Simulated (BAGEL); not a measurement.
# Si2H4O (SMILES [SiH]O[SiH3]) at B3LYP/6-311+G(d,p) (density fitting with qzvpp-jkfit)

Aim: the energy change on altering one bond length of Si2H4O at B3LYP/6-311+G** (density fitting with qzvpp-jkfit), from 2 runs. 

Program for the calculation: BAGEL 1.2.2.

## Step 1: The structure to begin with

The species is Si2H4O (7 atoms), meant as a singlet with charge 0. As SMILES, `[SiH]O[SiH3]`. Geometry: relaxed at PBE0-D4/def2-TZVP. This is one conformer, not always the lowest.

Bond lengths: Si1–O2 1.645 Å, O2–Si3 1.652 Å, Si1–H4 1.549 Å, Si3–H5 1.486 Å, Si3–H6 1.483 Å, Si3–H7 1.483 Å. Angles: Si1–O2–Si3 142.3°, O2–Si1–H4 97.6°, O2–Si3–H5 109.8°, O2–Si3–H6 108.5°, O2–Si3–H7 108.5°, H5–Si3–H6 110.1°, H5–Si3–H7 110.1°, H6–Si3–H7 109.7°.

## Step 2: A single-point energy at B3LYP/6-311+G(d,p) (density fitting with qzvpp-jkfit)

File dft.json:

```json
{ "bagel": [

{
  "title": "molecule",
  "basis": "6-311+gss.json",
  "df_basis": "qzvpp-jkfit",
  "angstrom": true,
  "geometry": [
    { "atom": "Si", "xyz": [      -1.691900,      -1.472900,      -0.230200 ] },
    { "atom": "O", "xyz": [      -0.369000,      -0.805400,       0.485100 ] },
    { "atom": "Si", "xyz": [       0.731600,       0.414800,       0.316400 ] },
    { "atom": "H", "xyz": [      -1.779300,      -0.509900,      -1.440500 ] },
    { "atom": "H", "xyz": [       0.446600,       1.182300,      -0.923400 ] },
    { "atom": "H", "xyz": [       0.635100,       1.303800,       1.499700 ] },
    { "atom": "H", "xyz": [       2.088200,      -0.180800,       0.247100 ] }
  ]
},

{ "title": "ks", "xc_func": "b3lyp" },

{ "title": "print", "file": "orbitals.molden", "orbitals": true }

]}
```

The basis set 6-311+G** is read from a file made from the Basis Set Exchange's data (not shown).

The run is started by

```
$ BAGEL_NUM_THREADS=1 BAGEL dft.json > dft.out
```

Log:

```text
* using 1 threads per process

  ===============================================================
  ===============================================================

  *** Geometry ***

  { "atom" : "Si", "xyz" : [     -3.197228,     -2.783378,     -0.435015 ] },
  { "atom" : "O", "xyz" : [     -0.697309,     -1.521985,      0.916706 ] },
  { "atom" : "Si", "xyz" : [      1.382524,      0.783858,      0.597909 ] },
  { "atom" : "H", "xyz" : [     -3.362390,     -0.963571,     -2.722150 ] },
  { "atom" : "H", "xyz" : [      0.843952,      2.234223,     -1.744973 ] },
  { "atom" : "H", "xyz" : [      1.200165,      2.463825,      2.834022 ] },
  { "atom" : "H", "xyz" : [      3.946126,     -0.341662,      0.466951 ] },

  Number of auxiliary basis functions:      405

  Since a DF basis is specified, we compute 2- and 3-index integrals:
    o Being stored without compression. Storage requirement is 0.036 GB

  Number of basis functions:      106
  Number of electrons      :       40

    * METHOD: MOLECULE                             0.18

  *** Kohn-Sham DFT ***

    * Removing 10849 points whose weight is below 1.00e-10
    * Grid points: 93493

  === Nuclear Repulsion ===
   140.8530916924

       - DIIS with orbital gradients will be used.

  === KS iteration (b3lyp / 6-311+gss.json) ===
      0       -554.06443838          0.38329329           0.43
      1       -517.62965170          0.22239513           0.42
      2       -601.84344791          0.25819524           0.42
      3       -640.38758862          0.13323000           0.42
      4       -653.14609327          0.07341052           0.42
      5       -648.77143237          0.08615510           0.41
      6       -656.44528728          0.02508560           0.42
      7       -656.41227149          0.03158792           0.41
      8       -656.70771291          0.00283123           0.41
      9       -656.71172941          0.00111085           0.41
     10       -656.71220399          0.00026704           0.41
     11       -656.71224846          0.00006348           0.42
     12       -656.71225034          0.00001734           0.42
     13       -656.71225048          0.00000443           0.42
     14       -656.71225048          0.00000025           0.42
     15       -656.71225048          0.00000011           0.41
     16       -656.71225048          0.00000004           0.41
     17       -656.71225048          0.00000001           0.41
    * SCF iteration converged.

    * Permanent dipole moment:
           (   -0.183677,    -0.305998,     0.146285) a.u.

    * METHOD: KS                                   7.99

    * METHOD: PRINT                                0.03

  ===============================================================
```

Wall time 8.4 s (1 thread of Arm Neoverse V1, shared host); peak memory 0.46 GiB.

## Step 3: The distorted shape at the same level

File input.json:

```json
{ "bagel": [

{
  "title": "molecule",
  "basis": "6-311+gss.json",
  "df_basis": "qzvpp-jkfit",
  "angstrom": true,
  "geometry": [
    { "atom": "Si", "xyz": [      -1.895400,      -1.383556,      -0.219804 ] },
    { "atom": "O", "xyz": [      -0.572500,      -0.716056,       0.495496 ] },
    { "atom": "Si", "xyz": [       0.528100,       0.504144,       0.326796 ] },
    { "atom": "H", "xyz": [      -1.982800,      -0.420556,      -1.430104 ] },
    { "atom": "H", "xyz": [       0.243100,       1.271644,      -0.913004 ] },
    { "atom": "H", "xyz": [       0.431600,       1.393144,       1.510096 ] },
    { "atom": "H", "xyz": [       2.088200,      -0.180800,       0.247100 ] }
  ]
},

{ "title": "ks", "xc_func": "b3lyp" },

{ "title": "print", "file": "orbitals.molden", "orbitals": true }

]}
```

The basis set 6-311+G** is read from a file made from the Basis Set Exchange's data (not shown).

The run is started by

```
$ BAGEL_NUM_THREADS=1 BAGEL input.json > input.out
```

Log:

```text
* using 1 threads per process

  ===============================================================
  ===============================================================

  *** Geometry ***

  { "atom" : "Si", "xyz" : [     -3.581787,     -2.614542,     -0.415369 ] },
  { "atom" : "O", "xyz" : [     -1.081868,     -1.353150,      0.936352 ] },
  { "atom" : "Si", "xyz" : [      0.997964,      0.952694,      0.617555 ] },
  { "atom" : "H", "xyz" : [     -3.746949,     -0.794736,     -2.702505 ] },
  { "atom" : "H", "xyz" : [      0.459392,      2.403059,     -1.725328 ] },
  { "atom" : "H", "xyz" : [      0.815606,      2.632661,      2.853668 ] },
  { "atom" : "H", "xyz" : [      3.946126,     -0.341662,      0.466951 ] },

  Number of auxiliary basis functions:      405

  Since a DF basis is specified, we compute 2- and 3-index integrals:
    o Being stored without compression. Storage requirement is 0.036 GB

  Number of basis functions:      106
  Number of electrons      :       40

    * METHOD: MOLECULE                             0.18

  *** Kohn-Sham DFT ***

    * Removing 10657 points whose weight is below 1.00e-10
    * Grid points: 93685

  === Nuclear Repulsion ===
   139.9844182814

       - DIIS with orbital gradients will be used.

  === KS iteration (b3lyp / 6-311+gss.json) ===
      0       -553.88520733          0.38176825           0.44
      1       -518.55191256          0.22154268           0.43
      2       -601.78423902          0.25559919           0.43
      3       -640.24217871          0.13169240           0.42
      4       -653.02267010          0.07334939           0.41
      5       -649.22436201          0.08282870           0.40
      6       -656.44894668          0.02425769           0.40
      7       -656.46342390          0.02807298           0.40
      8       -656.69524153          0.00286600           0.40
      9       -656.69963580          0.00103478           0.41
     10       -656.70004081          0.00022465           0.42
     11       -656.70007133          0.00006281           0.42
     12       -656.70007328          0.00001615           0.42
     13       -656.70007340          0.00000476           0.42
     14       -656.70007341          0.00000026           0.42
     15       -656.70007341          0.00000014           0.42
     16       -656.70007341          0.00000003           0.42
     17       -656.70007341          0.00000001           0.42
    * SCF iteration converged.

    * Permanent dipole moment:
           (   -0.039297,    -0.345493,     0.145349) a.u.

    * METHOD: KS                                   8.03

    * METHOD: PRINT                                0.03

  ===============================================================
```

It took 8.4 s on 1 thread of Arm Neoverse V1, shared host; peak memory 0.46 GiB.

## Step 4: What came out

At B3LYP/6-311+G** (density fitting with qzvpp-jkfit):

```
                                                          quantity          value
                                         first shape: total energy  -656.71225 Eh
                                        first shape: dipole moment         0.98 D
                                          first shape: HOMO energy       -6.41 eV
                                          first shape: LUMO energy       -2.49 eV
                                        first shape: HOMO–LUMO gap        3.92 eV
                                     distorted shape: total energy  -656.70007 Eh
                                    distorted shape: dipole moment         0.96 D
                                      distorted shape: HOMO energy       -6.46 eV
                                      distorted shape: LUMO energy       -2.54 eV
                                    distorted shape: HOMO–LUMO gap        3.92 eV
energy change with the Si3–H7 bond stretched from 1.483 to 1.706 Å       0.331 eV
```

With the Si3–H7 bond stretched from 1.483 to 1.706 Å the energy rises by 0.33 eV (32.0 kJ/mol). The first shape isn't relaxed at this level, so the change isn't measured from a minimum.
